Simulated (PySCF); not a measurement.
# CHCl2F: the cost of one run

Computed with PySCF 2.14.0 (DFT PBE0, Gaussian basis def2-tzvp, unless a step's input says otherwise).

## (1) Starting point

Bond lengths: F1–C2 1.358 Å, C2–Cl3 1.767 Å, C2–Cl4 1.767 Å, C2–H5 1.093 Å. Angles: F1–C2–Cl3 109.5°, F1–C2–Cl4 109.5°, F1–C2–H5 108.5°, Cl3–C2–Cl4 111.2°, Cl3–C2–H5 109.1°, Cl4–C2–H5 109.1°.

Coordinates:

```xyz
5

F    -0.0318    1.1935   -0.7240
C    -0.0069    0.0943    0.0736
Cl    1.5035   -0.7860   -0.1841
Cl   -1.4080   -0.9223   -0.2811
H    -0.0569    0.4205    1.1157
```

## (2) Relaxing the atoms: CHCl2F

run.py

```python
import json
from pyscf import gto, scf, dft

res = {}
mol = gto.M(atom='''
F     -0.031770     1.193480    -0.723980
C     -0.006870     0.094340     0.073550
Cl     1.503480    -0.786000    -0.184110
Cl    -1.407980    -0.922340    -0.281110
H     -0.056860     0.420520     1.115660
''', basis='def2-tzvp', charge=0, spin=0, verbose=4, max_memory=12800)
mf = dft.RKS(mol, xc='pbe0')
mf.conv_tol = 1e-9
mf.grids.level = 4
from pyscf.geomopt.geometric_solver import optimize
mol = optimize(mf, maxsteps=80, convergence_energy=1e-6, convergence_grms=1e-4, convergence_gmax=2e-4)
mf = mf.reset(mol)
mf.kernel()
res['energy'] = float(mf.e_tot)
res['converged'] = bool(mf.converged)
res['coordinates'] = mol.atom_coords(unit='Ang').tolist()
for i in range(mol.natm): print(mol.atom_symbol(i), '%12.6f %12.6f %12.6f' % tuple(res['coordinates'][i]))
json.dump(res, open('results.json', 'w'))
```

Command:

```
$ python run.py
```

Q: Estimate wall time and peak memory on 4 threads of Intel Xeon Platinum 8259CL at 2.50GHz (Skylake/Cascade Lake), shared host.

About 91 s, with a peak of 1.6 GiB.
